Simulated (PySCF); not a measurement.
## Exact simulation of a proton spin system

Molecule: SMILES CC(C)N, C$_{3}$H$_{9}$N.

Geometry:
```tsv
atom	x (Å)	y (Å)	z (Å)
C1	-0.847	1.035	0.388
C2	-0.047	-0.026	-0.353
C3	1.376	-0.122	0.175
N4	-0.703	-1.315	-0.186
H5	-0.369	2.023	0.309
H6	-0.932	0.766	1.453
H7	-1.866	1.122	-0.021
H8	0.014	0.287	-1.420
H9	1.951	-0.889	-0.368
H10	1.366	-0.400	1.241
H11	1.907	0.835	0.064
H12	-0.205	-2.034	-0.709
H13	-1.645	-1.284	-0.573
```

[PySCF 2.14: NMR shieldings at PBE0/pcSseg-1/GIAO; couplings computed with B3LYP/pcJ-1 (spin–dipole term only in couplings to heteroatoms); PBE0-D3(BJ)/def2-SVP geometry; no relativistic terms; a single conformation; averaged over atoms made equivalent by symmetry, fast rotation or ring inversion; gas phase]

References, each an isolated molecule treated in the same way: TMS for $^{1}$H (31.27 ppm).

Shifts (ppm): H5/H6/H7/H9/H10/H11 0.97, H8 3.08.
Couplings (Hz): H5–H6, H5–H7, H6–H7, H9–H10, H9–H11, H10–H11: -13.6; H5–H8, H6–H8, H7–H8, H8–H9, H8–H10, H8–H11: 6.7; H5–H9, H5–H10, H5–H11, H6–H9, H6–H10, H6–H11 …: 0.2.

The 7-spin Hamiltonian (Zeeman plus full scalar coupling among like nuclei) was diagonalised exactly; lines are Lorentzian, 0.7 Hz wide, and the maxima above 3 % are listed with the tallest set to 100.

(1) Give the $^{1}$H peak list of this spin system at 300 MHz.

(2) And at 800 MHz?

(3) Among coupled protons with different shifts, which pair is furthest from first order, and how does the field change that?

Answers

(1) 
```csv
Hz,ppm,height
930.8,3.103,7
924.1,3.080,10
917.4,3.058,8
910.7,3.036,3
294.4,0.981,100
287.7,0.959,98
```

(2) 
Hz from δ = 0 (height): 2477.5 (3), 2470.8 (8), 2464.1 (10), 2457.3 (8), 2450.7 (3), 779.4 (100), 772.7 (99)

(3) H5 and H8: Δν/J is about 94.5 at 300 MHz (close to first order) and 251.9 at 800 MHz (close to first order). J in Hz doesn't depend on the field, while Δν in Hz grows in proportion to it.

The OH or NH signal is concentration- and solvent-dependent in practice; the value given is the gas-phase one. Unscaled 3J(H,H) at this level run about 9 % above measured values.
